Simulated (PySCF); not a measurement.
Species: cyclopropyl isocyanate, C4H5NO.
SMILES with atom numbers: `[O:1]=[C:2]=[N:3][CH:4]1[CH2:5][CH2:6]1` (hydrogens: H7 on C4; H8, H9 on C5; H10, H11 on C6)

Geometry (PBE0-D3(BJ)/def2-SVP, Å), atoms numbered from 1 in this order:
```
atom  x, y, z in Å
O1     3.106   -0.628   -0.523
C2     2.140   -0.336    0.075
N3     1.216   -0.036    0.771
C4    -0.147    0.277    0.878
C5    -0.850    1.035   -0.212
C6    -1.167   -0.414    0.019
H7    -0.440    0.504    1.907
H8    -1.581    1.793    0.081
H9    -0.260    1.292   -1.096
H10   -0.795   -1.139   -0.709
H11   -2.123   -0.681    0.476
```

Computed with PySCF at wB97X-D/def2-SVPD, non-relativistic, on one gas-phase PBE0-D3(BJ)/def2-SVP geometry that isn't relaxed in the solvent. The solvent is an IEF-PCM continuum (Bondi radii, 1.10 Å for H, scaled by 1.2). The model holds no explicit solvent molecules, cavitation or dispersion.

Gas phase at wB97X-D/def2-SVPD: HOMO -9.37 eV, LUMO 2.03 eV, dipole 3.24 D.

Task: What does the continuum do to the energy, the frontier levels and the dipole at wB97X-D/def2-SVPD in benzene and dichloromethane?

Result: 
```tsv
solvent	ε	E(solvent) − E(gas) (kJ/mol)	polarisation term (kJ/mol)	distortion of the solute (kJ/mol)	HOMO (eV)	LUMO (eV)	dipole (D)
benzene	2.271	-7.69	-8.28	0.59	-9.33	2.05	3.63
dichloromethane	8.93	-14.41	-16.43	2.02	-9.30	2.05	3.95
```

Polarisation term: ½ Σ q·V over the induced surface charges. Distortion: the rise of the solute's own energy as its density leaves the gas-phase optimum. From benzene to dichloromethane the lowering changes by a factor 1.87, Onsager's factor (ε − 1)/(2ε + 1) by 1.83 and ε itself by 3.9.

Task: Which radius a makes the point-dipole formula ΔE = −[(ε − 1)/(2ε + 1)]·μ²/a³ give the value in dichloromethane, with the gas-phase dipole?

Result: μ = 1.276 au and |ΔE| = 0.00549 Eh give a = 2.64 Å; the farthest nucleus lies 3.35 Å from the centroid of the nuclei, so such a sphere wouldn't even hold the nuclei. The formula assumes a rigid point dipole at the centre of a sphere.

Task: Give the dipole vector in the frame of the coordinates (D, pointing from negative to positive charge), gas and dichloromethane.

Result: Gas (-3.11, 0.75, 0.53), solvent (-3.79, 0.91, 0.65). Its length changes by +22 % and its direction by less than 1°.

Task: How does the static polarisability (wB97X-D/def2-SVPD, frozen core, with the continuum's full static response) change?

Result: 
| medium | isotropic (au) | principal values (au) | ⟨r²⟩ of the electrons (bohr²) |
| --- | --- | --- | --- |
| gas | 55.2 | 45.8, 45.8, 74.0 | 624.7 |
| benzene | 62.3 | 51.6, 51.7, 83.6 | 624.9 |
| dichloromethane | 69.7 | 58.2, 58.3, 92.8 | 625.1 |

The isotropic value in dichloromethane is 1.26 times the gas-phase one; no cavity-field correction is applied. ⟨r²⟩ is taken about the centre of nuclear charge.

Note: wB97X-D ran without an empirical dispersion term, which enters the total energy and its gradient alone.
